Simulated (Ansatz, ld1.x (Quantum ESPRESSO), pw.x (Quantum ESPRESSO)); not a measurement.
cerium: one change to the PAW potential, in the atom and in the fcc crystal

```json
{
 "Element": "cerium (Ce)",
 "Generator": "ld1.x (Quantum ESPRESSO) 7.5",
 "Type": "PAW",
 "Functional": "PBEsol",
 "Relativity": "scalar-relativistic",
 "Frozen core": "[Kr] 4d10",
 "Valence charge": "12",
 "Reference configuration": "4f1 5s2 5p6 5d1 6s2 6p0",
 "Partial waves": "5s (bound): rcut 1.95, rcutus 2.40 bohr; 6s (bound): rcut 1.95, rcutus 2.40 bohr; 5p (bound): rcut 2.30, rcutus 2.45 bohr; 6p (bound, empty): rcut 2.30, rcutus 2.45 bohr; 5d (bound): rcut 2.90, rcutus 3.10 bohr; 5d channel at 3.85 Ry: rcut 2.90, rcutus 3.10 bohr; 4f (bound): rcut 1.45, rcutus 1.60 bohr; 4f channel at 0.65 Ry: rcut 1.45, rcutus 1.60 bohr",
 "Local potential": "all-electron potential smoothed inside 2.70 bohr (lloc = -2)",
 "Core correction": "Bessel-smoothed model core, default radius (core density twice the valence density)",
 "Augmentation charge": "PSQ, inside the norm-conserving radii"
}
```

Change: waves 5p (bound): rcut 2.30, rcutus 3.54 bohr; 6p (bound): rcut 2.30, rcutus 3.54 bohr.

Cutoffs, loose and tight: the cutoffs (Ry, on a coarse ladder) from which the occupation-weighted sum of valence levels, in a spherical-Bessel basis at the reference potential, stays within 10 and 1 mRy of its value at 400 Ry. They do not see the model core or the augmentation charge, which bear on the density cutoff. Test errors are all-electron minus pseudo excitation energies from the reference, over the configurations 4f1 5s2 5p6 5d1 6s1 6p0; 4f1 5s2 5p6 5d1 6s0 6p0; 4f1 5s2 5p6 5d0 6s0 6p0; 4f0 5s2 5p6 5d2 6s2 6p0; 4f1 5s2 5p6 5d1 6s0 6p1; 4f1 5s2 5p6 5d2 6s1 6p0; 4f2 5s2 5p6 5d0 6s1 6p0; variants that change the core or the reference have their own tests.

Crystal test: fcc Ce in pw.x 7.5, no spin, 12³ k-points, Fermi–Dirac smearing 0.01 Ry, cutoffs set for each file from its atomic test. The reference is all-electron LAPW (Ansatz 0.2.0) with the same functional, mesh and smearing; V0 and B0 come from Birch–Murnaghan fits to the pressures at five volumes. Errors are pseudo minus all-electron; Δ is the rms difference of the E(V) curves that follow from these fits, minima aligned, over ±6 % about the mean V0. Mesh and smearing are coarse, so the numbers serve the comparison and aren't converged zero-temperature values; the lattice is a test structure that the element need not adopt. Spin polarisation and strong correlation are left out, which matters for this element.

All-electron: a0 = 4.605 Å (V0 = 24.42 Å³/atom), B0 = 43.6 GPa.

Does the change bring the crystal closer to the all-electron result?

The mean pressure error goes from +4.90 to -0.64 GPa, so the change moves the solid closer to the all-electron pressures.

| quantity | base | changed |
| --- | --- | --- |
| outcome (atom) | generated | generated |
| cutoff, loose (atom) | 45 Ry | 45 Ry |
| cutoff, tight (atom) | 70 Ry | 70 Ry |
| bound ghosts (atom) | none | none |
| largest test error (meV) (atom) | -6.4 over the solved tests; test run stopped at test 4 of 7 (negative rho) | -4.1 over the solved tests; test run stopped at test 3 of 7 (negative rho) |
| cutoffs in pw.x (Ry) | 85/680 | 85/680 |
| a0 (Å) | – | 4.577 |
| a0 error (%) | – | -0.61 |
| B0 error (%) | – | -32.4 |
| Δ (meV/atom) | – | 4.4 |
| mean pressure error (GPa) | +4.90 | -0.64 |

A dash: not determined, or the minimum lies outside the volumes sampled.

Base: This is a poor potential for the solid. Atomic configuration tests: test run stopped at test 4 of 7 (negative rho). Changed file: The largest radius (3.54 bohr) exceeds half the bond length (3.08 bohr), so the spheres overlap, which is one possible source of error among others. This is a poor potential for the solid. Atomic configuration tests: test run stopped at test 3 of 7 (negative rho). The atomic cutoffs weigh occupied waves only.
